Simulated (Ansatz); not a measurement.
Results of Hartree–Fock (Ansatz, an electronic-structure program, plane waves, PAW) for bcc V.

The input as run:

Ansatz 0.2 input:
```yaml
crystal:
  lattice:
    - [-1.4819334957, 1.4819334957, 1.4819334957]
    - [1.4819334957, -1.4819334957, 1.4819334957]
    - [1.4819334957, 1.4819334957, -1.4819334957]
  atoms:
    - { symbol: V, position: [0.0, 0.0, 0.0] }
basis:
  ecutwfc: 460
  ecutrho_ratio: 4
  xc_grid: 2
kpoints:
  mp_grid: { grid: [14, 14, 14] }
hamiltonian:
  xc: hf
  dispersion: none
  pseudopotentials: { kind: paw }
scf:
  occupations: { method: fermi_dirac, width: 0.05 }
  convergence: { dr2_threshold: 0.0000000001 }
output:
  forces: false
  stress: true
  eigenvalues: true
```

Q: How many irreducible k-points, plane waves at Γ does the program set up, and what pressure does the run end with?

A: 104 irreducible k-points, 321 plane waves at Γ; P = 11.57 GPa, so the cell is compressed on average and its volume would grow at this level.

Excerpt of the program's output:

```
WARN output.stress: scf.exx.energy_threshold = 1e-6 eV is looser than the 1e-8 eV advised for a stress under a hybrid functional (1e-8 eV for each atom of the …
Crystal: 1 atoms, lattice volume = 13.018 Å³
Basis set: ecut = 460 eV, 321 PW (Γ), exchange–correlation on 36×36×36 points (8 copies of the dense FFT grid, shifted against one another)
Bands: 11, of which v1, the nominal top of the filled ones, is band 7 counted from 1 (6 counted from 0)
Symmetry: 48 space group operations
Space group: Im-3m (ITA 229), of the structure as read, at distance tolerance 2.4e-5 Å
k-points: 104 of 2744
Functional: x = pbe(κ = 0.804, μ = 0.2195149727645171), c = none, warm-up for x = 0 pbe(κ = 0.804, μ = 0.2195149727645171) + 1 exact, c = none
SCF iter   1: F=—  HF=-2884.351687 eV  |F-HF|=—  |Δ(HF+E_count)|=         —  Δρ=7.13e-3  dr2=4.41e-3
SCF iter   2: F=—  HF=-2884.351612 eV  |F-HF|=—  |Δ(HF+E_count)|=   7.56e-5  Δρ=3.48e-3  dr2=4.08e-4
  ...
SCF 1 converged in 7 iterations: F = -2884.351704 eV  dr2 = 4.21e-12
Crystal: 1 atoms, lattice volume = 13.018 Å³
Initial density: handed on by an earlier stage of this run
Functional: x = 0 pbe(κ = 0.804, μ = 0.2195149727645171) + 1 exact, c = none
  ...
SCF 13 converged in 6 iterations: F = -2879.868119 eV  dr2 = 7.70e-12
Crystal: 1 atoms, lattice volume = 13.018 Å³
SCF 14 converged in 6 iterations: F = -2879.885062 eV  dr2 = 2.44e-12
Crystal: 1 atoms, lattice volume = 13.018 Å³
SCF 15 converged in 5 iterations: F = -2879.895182 eV  dr2 = 1.89e-11
Crystal: 1 atoms, lattice volume = 13.018 Å³
SCF 16 converged in 7 iterations: F = -2879.904844 eV  dr2 = 7.26e-13
Crystal: 1 atoms, lattice volume = 13.018 Å³
SCF 17 converged in 7 iterations: F = -2879.812997 eV  dr2 = 5.24e-14
Crystal: 1 atoms, lattice volume = 13.018 Å³
SCF 18 converged in 6 iterations: F = -2879.948953 eV  dr2 = 3.55e-12
Crystal: 1 atoms, lattice volume = 13.018 Å³
Crystal: 1 atoms, lattice volume = 13.018 Å³
SCF 20 converged in 5 iterations: F = -2879.949400 eV  dr2 = 1.33e-11
Crystal: 1 atoms, lattice volume = 13.018 Å³
Crystal: 1 atoms, lattice volume = 13.018 Å³
SCF 22 converged in 9 iterations: F = -2879.949600 eV  dr2 = 4.85e-12
Crystal: 1 atoms, lattice volume = 13.018 Å³
SCF iter   1: F=—  HF=-2879.949600 eV  |F-HF|=—  |Δ(HF+E_count)|=         —  Δρ=6.22e-7  dr2=1.02e-10
SCF iter   2: F=-2879.949600 eV  HF=-2879.949600 eV  |F-HF|=1.68e-11  |Δ(HF+E_count)|=  1.54e-10  Δρ=5.29e-7  dr2=4.11e-11
SCF 23 converged in 2 iterations: F = -2879.949600 eV  dr2 = 4.11e-11
Free energy (F): -2879.949600 eV
Internal energy: -2879.949146 eV  (E = F + TS)
E sigma→0 (E₀):  -2879.949373 eV
Fermi energy:    18.383015 eV
--- Stress (GPa, compression-positive) ---
       11.572607      -0.000000       0.000000
        0.000000      11.572607      -0.000000
        0.000000       0.000000      11.572607
  P = ⅓ Tr σ = 11.5726 GPa (115.726 kbar)
```

The cell is one volume of an energy–volume scan, off the minimum.

The PAW data were made under PBE.

The result took around 4 core-minutes (rough).
